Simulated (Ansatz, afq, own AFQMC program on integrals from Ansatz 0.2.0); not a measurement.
AFQMC, coupled cluster and functionals along a coordinate of AlH3 + Cl, doublet

```
atom    x (Å)    y (Å)   z (Å)
  Al  -1.8111   0.0000  0.0000
   H  -2.6041   1.3734  0.0000
   H  -2.6041  -1.3734  0.0000
   H  -0.2253   0.0000  0.0000
  Cl   1.5329   0.0000  0.0000
```

A hydrogen atom is moved from one rigid fragment to the other; the Al1–H4 distance tells how far. The two fragments are held close together, so this isn't a minimum-energy path and the start is a compressed complex. Energies in eV count from this geometry (1.586 Å) at the same level; the start stands on UHF, each point on the determinant named.

Basis cc-pVTZ. Noble-gas cores (and the filled d shells of Ga–Kr and In–Xe) are frozen. Integrals, coupled cluster, full CI and functionals: Ansatz 0.2.0; the random walks run on the same integrals in our own AFQMC program. ph-AFQMC/CISD is guided by a CISD state made of CCSD amplitudes; releasing the constraint for a short imaginary time cuts its bias at the price of noise, slowly where states lie close. ± is one standard error of the sampling.

Cautions, each for one point or more: the ph-AFQMC/CISD walk drifts between its halves.

```csv
r(Al1–H4) / Å,det.,T1,weight,⟨S²⟩,B3LYP,PBE0,CCSD(T)
1.702,UHF,0.015,0.86,0.78,-0.104,-0.144,-0.111
1.761,UHF,0.014,0.86,0.78,-0.138,-0.197,-0.154
1.819,UHF,0.014,0.86,0.77,-0.166,-0.245,-0.198
1.877,UHF,0.013,0.86,0.77,-0.191,-0.287,-0.243
1.994,UHF,0.012,0.87,0.76,-0.200,-0.324,-0.306
```

Question: Estimate the curve of phaseless AFQMC with a CISD trial, counted from the same start.

Answer: 
```
r(Al1–H4) / Å  det.     T1  weight  ⟨S²⟩   ph-AFQMC/CISD  released AFQMC
        1.702   UHF  0.015    0.86  0.78  -0.105 ± 0.007  -0.122 ± 0.013
        1.761   UHF  0.014    0.86  0.78  -0.165 ± 0.008               –
        1.819   UHF  0.014    0.86  0.77  -0.210 ± 0.007  -0.213 ± 0.011
        1.877   UHF  0.013    0.86  0.77  -0.256 ± 0.007  -0.248 ± 0.012
        1.994   UHF  0.012    0.87  0.76  -0.320 ± 0.007               –
```

Weight is that of the determinant in the CISD state; at the start T1 is 0.017 and the weight 0.86, and ⟨S²⟩ is 0.77. A dash marks a missing value, a released energy that hasn't settled or a functional that sits on another state. Largest departures from phaseless AFQMC with a CISD trial: CCSD(T) 0.013 eV at 1.994 (on UHF) (within the noise), released AFQMC -0.017 eV at 1.702 (on UHF) (within the noise), B3LYP 0.119 eV at 1.994, PBE0 -0.038 eV at 1.702. The walk's constraint bias lies outside its error bars, so these are departures and not errors. Functionals count only at points shown to share the start's state and spin.

A walk keeps the symmetry of its determinant, which the program's search chose and which needn't be the lowest solution, so a lower state of the same spin and another symmetry isn't excluded. Released energies are given only where the last usable release times agree within the noise; a slower fall can still hide under it.
